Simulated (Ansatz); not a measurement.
Ru (hcp): energy against volume

Computed with Ansatz 0.2.0, DFT, revPBE, plane waves (420 eV) with PAW, scalar-relativistic. (PAW data from PBE, frozen cores regenerated.)

The cell is scaled uniformly from the relaxed one, with fractional coordinates and shape fixed. Energies are extrapolated to zero smearing, pressures are those at the given smearing. Magnetic state: spin not included.

A Birch-Murnaghan fit gives V₀ = 13.90 Å³/atom, B₀ = 300 GPa, B₀′ = 4.9.

Question: What are the energy above the minimum and the pressure at 12.805 Å³/atom?

Answer: 95.9 meV/atom and 30.53 GPa as computed.

Question: What are the energy above the minimum and the pressure at 13.361 Å³/atom?

Answer: 21.5 meV/atom and 13.47 GPa as computed.

Question: What are the energy above the minimum and the pressure at 14.475 Å³/atom?

Answer: 20.2 meV/atom and -10.67 GPa as computed.
